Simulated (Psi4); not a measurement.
# One shape, several levels: NClO (nitrosyl chloride)

Aim: a comparison of 5 runs (HF/STO-3G, HF/3-21G, HF/cc-pVTZ, DSD-PBEP86/cc-pVTZ, MP2/cc-pVTZ) of NClO (nitrosyl chloride). 

The calculation is run with Psi4 1.11.

8 further runs of the same task are left out: 8 that didn't finish.

## (1) The system as given

NClO has 3 atoms, charge 0, and is taken as a singlet. SMILES: `O=NCl`. The N2–Cl3 distance was set to 4.276 Å, away from the relaxed value. At this shape a bond of the SMILES string is far longer than usual.

Bond lengths: O1–N2 1.127 Å.

## (2) The energy at HF/STO-3G (run 1)

calc.in reads:

```
memory 2200 MB

molecule system {
  0 1
  O
  N 1 1.126583
  Cl 2 4.2764 1 113.93011
  units angstrom
  symmetry c1
}

set {
  puream true
  e_convergence 1e-09
  d_convergence 1e-06
  scf_type pk
  level_shift 0.3
  level_shift_cutoff 1e-09
  maxiter 150
}

energy_value, wavefunction = energy("hf/STO-3G", return_wfn=True)
oeprop(wavefunction, "LOWDIN_CHARGES", "WIBERG_LOWDIN_INDICES", "DIPOLE", title="HF")
print_variables()
```

On the command line:

```console
$ psi4 -n 1 calc.in calc.out
```

calc.out:

```text
[...]
  Running in c1 symmetry.
[...]
  Nuclear repulsion =   55.886654788440893
[...]
  Multiplicity = 1
[...]
  Nalpha       = 16
  Nbeta        = 16
[...]
    Number of basis functions: 19
[...]
   @RHF iter   1:  -581.79101128194918   -1.04446e+00   6.67771e-03 DIIS/ADIIS/SHIFT
[...]
   @RHF iter  42:  -581.87350779201233   -6.13113e-10   6.83636e-07 DIIS/SHIFT
[...]
    Orbital Energies [Eh]
    ---------------------
    Doubly Occupied:
       1A   -103.450317     2A    -20.744364     3A    -15.777855
       4A    -10.154971     5A     -7.597705     6A     -7.594423
       7A     -7.594421     8A     -1.771925     9A     -1.024296
      10A     -0.814751    11A     -0.804671    12A     -0.780776
      13A     -0.755734    14A     -0.256783    15A     -0.256766
      16A     -0.181721
[...]
  @RHF Final Energy:  -581.87350779201233
   => Energetics <=
    Nuclear Repulsion Energy =             55.8866547884408931
    One-Electron Energy =                -916.3973024546294255
    Two-Electron Energy =                 278.6371398741762277
    Total Energy =                       -581.8735077920123331
[...]
 Multipole Moments:
 ------------------------------------------------------------------------------------
     Multipole            Electronic (a.u.)      Nuclear  (a.u.)        Total (a.u.)
 ------------------------------------------------------------------------------------
 L = 1.  Multiply by 2.5417464519 to convert [e a0] to [Debye]
 Dipole X            :         -1.7371393           -1.6562302           -3.3933696
 Dipole Y            :          0.9858541            0.9937779            1.9796320
 Dipole Z            :          0.0000000            0.0000000            0.0000000
 Magnitude           :                                                    3.9286003
[...]
```

Wall time 5.7 s (1 thread of Intel Xeon at 2.50GHz (Skylake/Cascade Lake), shared host); peak memory 0.18 GiB.

## (3) A single-point energy at HF/3-21G (run 2)

clno.py reads:

```python
import psi4

psi4.set_memory(2200000000)
psi4.set_num_threads(1)
psi4.core.set_output_file('run.log', False)

mol = psi4.geometry("""
O      2.325071    -2.183235     1.044510
N      1.377041    -2.444455     0.494790
Cl    -1.052130     0.937900    -0.478040
symmetry c1
no_reorient
no_com
""")

psi4.set_options(dict(basis='3-21G', puream=True, e_convergence=1e-09, d_convergence=1e-08, scf_type='pk'))

E, wfn = psi4.energy("scf", return_wfn=True)
psi4.oeprop(wfn, "WIBERG_LOWDIN_INDICES", "QUADRUPOLE", "LOWDIN_CHARGES")
print('E =', round(E, 9))
```

On the command line:

```console
$ python clno.py
```

run.log:

```text
[...]
  Running in c1 symmetry.
[...]
  Nuclear repulsion =   55.886660758860543
[...]
  Multiplicity = 1
[...]
  Nalpha       = 16
  Nbeta        = 16
[...]
    Number of basis functions: 31
[...]
   @RHF iter   1:  -585.49021575034897   -6.54948e-01   1.52939e-02 DIIS/ADIIS
[...]
   @RHF iter  22:  -585.61889975098018    0.00000e+00   3.03146e-09 DIIS
[...]
    Orbital Energies [Eh]
    ---------------------
    Doubly Occupied:
       1A   -103.971084     2A    -20.876648     3A    -15.943679
       4A    -10.359736     5A     -7.822926     6A     -7.821217
       7A     -7.821215     8A     -1.889081     9A     -1.114034
      10A     -0.915057    11A     -0.898689    12A     -0.881490
      13A     -0.880290    14A     -0.334846    15A     -0.334820
      16A     -0.287978
[...]
  @RHF Final Energy:  -585.61889975098018
   => Energetics <=
    Nuclear Repulsion Energy =             55.8866607588605433
    One-Electron Energy =                -918.7055433842181174
    Two-Electron Energy =                 277.1999828743773833
    Total Energy =                       -585.6188997509801766
[...]
 Multipole Moments:
 ------------------------------------------------------------------------------------
     Multipole            Electronic (a.u.)      Nuclear  (a.u.)        Total (a.u.)
 ------------------------------------------------------------------------------------
 L = 1.  Multiply by 2.5417464519 to convert [e a0] to [Debye]
 Dipole X            :        -16.4756903           19.5655535            3.0898632
 Dipole Y            :         31.4133339          -35.2108228           -3.7974889
 Dipole Z            :         -5.6869142            6.9786263            1.2917121
 Magnitude           :                                                    5.0632694
 L = 2.  Multiply by 1.3450342976 to convert [e a0^2] to [Debye ang]
 Quadrupole XX       :       -283.4078094          269.0438556          -14.3639538
 Quadrupole XY       :        282.4234517         -289.0694514           -6.6459997
[...]
```

On the terminal:

```text
E = -585.618899751
```

Run time: 5.7 s. Hardware: 1 thread of Intel Xeon at 2.50GHz (Skylake/Cascade Lake), shared host; peak memory 0.18 GiB.

Runs 3 to 4 aren't shown in full; the table further down has their settings and results.

## (4) A single-point energy at MP2/cc-pVTZ (run 5)

job.in reads:

```
memory 2200 MB

molecule molecule1 {
  0 1
  O      2.325071    -2.183235     1.044510
  N      1.377041    -2.444455     0.494790
  Cl    -1.052130     0.937900    -0.478040
  symmetry c1
}

set {
  basis cc-pVTZ
  reference rhf
  puream true
  e_convergence 1e-09
  d_convergence 1e-08
  scf_type pk
  num_frozen_docc 7
  mp2_type conv
}

E = energy("mp2")
```

On the command line:

```console
$ psi4 -n 1 job.in job.out
```

job.out:

```text
[...]
  Running in c1 symmetry.
[...]
  Nuclear repulsion =   55.886660758860529
[...]
  Multiplicity = 1
[...]
  Nalpha       = 16
  Nbeta        = 16
[...]
    Number of basis functions: 94
[...]
   @RHF iter   1:  -588.49860819740832   -7.87247e-01   5.23257e-03 DIIS/ADIIS
[...]
   @RHF iter  22:  -588.63743172074055   -9.09495e-12   6.40756e-09 DIIS
[...]
    Orbital Energies [Eh]
    ---------------------
    Doubly Occupied:
       1A   -104.683591     2A    -20.981172     3A    -16.030351
       4A    -10.408269     5A     -7.874497     6A     -7.873446
       7A     -7.873446     8A     -1.871497     9A     -1.152014
      10A     -0.920395    11A     -0.911078    12A     -0.903576
      13A     -0.901359    14A     -0.321981    15A     -0.321973
      16A     -0.287436
[...]
  @RHF Final Energy:  -588.63743172074055
   => Energetics <=
    Nuclear Repulsion Energy =             55.8866607588605291
    One-Electron Energy =                -922.4160208604897662
    Two-Electron Energy =                 277.8919283808886007
    Total Energy =                       -588.6374317207405511
[...]
 Multipole Moments:
 ------------------------------------------------------------------------------------
     Multipole            Electronic (a.u.)      Nuclear  (a.u.)        Total (a.u.)
 ------------------------------------------------------------------------------------
 L = 1.  Multiply by 2.5417464519 to convert [e a0] to [Debye]
 Dipole X            :          2.5539759            1.3521804            3.9061563
 Dipole Y            :         -2.9309112           -1.3792393           -4.3101505
 Dipole Z            :          0.0000000           -0.0000000            0.0000000
 Magnitude           :                                                    5.8168251
[...]
	SCS-MP2 Total Energy (a.u.)        :  -589.29686528316324
	SOS-MP2 Total Energy (a.u.)        :  -589.29169173916864
	SCSN-MP2 Total Energy (a.u.)       :  -588.93047825590156
[...]
	SOS-PI-MP2 Total Energy (a.u.)     :  -589.34201943289384
[...]
	MP2 Total Energy (a.u.)            :  -589.30721237115256
[...]
```

Wall time 18 s (1 thread of Intel Xeon at 2.50GHz (Skylake/Cascade Lake), shared host); peak memory 0.54 GiB.

## (5) The series

```csv
run,level,density convergence threshold,level shift,energy (Eh),dipole moment (D),HOMO energy (eV),wall time
1,HF/STO-3G,1e-06,0.3,-581.873508,9.99,-4.94,5.7 s
2,HF/3-21G,1e-08,–,-585.618900,12.87,-7.84,5.7 s
3,HF/cc-pVTZ,1e-08,–,-588.637432,14.78,-7.82,11 s
4,DSD-PBEP86/cc-pVTZ (density fitting for correlation),1e-08,–,-589.571219,–,-7.45,22 s
5,MP2/cc-pVTZ,1e-08,–,-589.307212,–,-7.82,18 s
```

## (6) Outcome

```
                                          quantity          value
                               run 5: total energy  -589.30721 Eh
        run 5: HOMO energy (Hartree–Fock orbitals)       -7.82 eV
        run 5: LUMO energy (Hartree–Fock orbitals)       -4.04 eV
      run 5: HOMO–LUMO gap (Hartree–Fock orbitals)        3.78 eV
run 5: correlation energy (7 core orbitals frozen)     -669.8 mEh
```

**Reading.** Over runs 1, 2, 3 the dipole moment (its size) runs from 9.99 D (HF/STO-3G) to 14.78 D (HF/cc-pVTZ). Over runs 2, 3, 4 the HOMO–LUMO gap runs from 2.35 eV (DSD-PBEP86/cc-pVTZ) to 3.78 eV (HF/cc-pVTZ). Exact exchange widens orbital gaps. A double hybrid's value is that of its SCF part. In run 1 the basis is minimal, so the values are rough. In runs 1, 2, 3, 4, 5 a closed-shell determinant meets a far-stretched bond, which it describes badly. All runs together took 62 s, the longest 22 s.
